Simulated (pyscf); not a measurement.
Four-centre exchange: Cl–BH–Cl + methane (CH₄) → chloromethane (H₃C–Cl) + H₂B–Cl

Gas phase, singlet surface, charge 0. Bonds broken: Cl1–B2, C5–H6. Bonds formed: Cl1–C5, B2–H6. Structures and frequencies: ωB97X-D3(BJ)/def2-SVP in PySCF. Correlated levels are frozen-core, on RHF or UHF. ΔMP2 is the change of the MP2 total energy from the triple- to the quadruple-zeta basis.

Transition state (Å):

```xyz
9

Cl    -0.8923     0.6209     1.5265
B     -1.7428    -0.4658     0.1379
Cl    -1.0949    -2.1625     0.1652
H     -2.9420    -0.3431     0.2187
C      0.3236     0.7161    -0.5654
H     -1.3488     0.1174    -0.8929
H      0.5868    -0.3208    -0.7926
H     -0.0511     1.3370    -1.3820
H      0.9632     1.2292     0.1507
```

One imaginary mode, 967i cm⁻¹; descent along it reached the two sides named, in the forms told below.

```csv
bond,change,reactant side (Å),saddle,product side
Cl1–B2,breaks,1.742,1.958,2.434
C5–H6,breaks,1.101,1.806,3.3
Cl1–C5,forms,3.8,2.421,1.785
B2–H6,forms,3.1,1.248,1.204
```

Electronic energies relative to the separated reactants (kcal/mol):

| level | barrier | reaction energy | reverse barrier |
|---|---|---|---|
| ωB97X-D3(BJ)/def2-TZVP | 90.2 | +39.2 | 51.1 |
| PBE/def2-TZVP | 81.9 | +40.1 | 41.8 |
| r²SCAN/def2-TZVP | 85.4 | +41.2 | 44.1 |
| B3LYP-D3(BJ)/def2-TZVP | 86.2 | +39.2 | 47.0 |
| PBE0-D3(BJ)/def2-TZVP | 86.1 | +39.9 | 46.2 |
| M06-2X/def2-TZVP | 90.2 | +38.6 | 51.6 |
| ωB97M-D3(BJ)/def2-TZVP | 89.6 | +39.5 | 50.0 |
| HF/def2-TZVP | 105.0 | +36.6 | 68.4 |
| MP2/def2-QZVPP | 94.7 | +40.9 | 53.8 |
| CCSD/def2-TZVPP | 95.8 | +39.1 | 56.7 |
| CCSD(T)/def2-TZVPP | 92.5 | +39.6 | 52.9 |
| CCSD(T)/def2-TZVPP + ΔMP2(QZVPP) | 91.6 | +39.3 | 52.2 |

With CCSD(T)/def2-TZVPP + ΔMP2(QZVPP) energies and thermal terms (ideal gas, 1 atm, RRHO with modes under 100 cm⁻¹ raised to 100, one conformer, R ln 2 for chiral ones without a mode under 150 cm⁻¹), in kcal/mol:

| T (K) | ΔH‡ | ΔG‡ | ΔH | ΔG |
|---|---|---|---|---|
| 298 | 90.7 | 100.0 | +38.7 | +37.6 |
| 600 | 91.2 | 109.3 | +38.5 | +36.7 |
| 900 | 92.0 | 118.2 | +38.6 | +35.8 |
| 1200 | 92.8 | 126.8 | +38.7 | +34.8 |

On the product side the descent ends in a complex, 5.1 kcal/mol under the separated species and 56.2 kcal/mol under the saddle at ωB97X-D3(BJ)/def2-TZVP. The same reactants have a lower exit, to HCl + H₃C–BH–Cl (barrier +44.1 kcal/mol at ωB97M-D3(BJ)/def2-TZVP, against +89.6 kcal/mol here). This is the saddle that the search found; another between the same sides may lie lower. The CCSD(T) − MP2 part came from Ansatz, without density fitting, on the same reference.
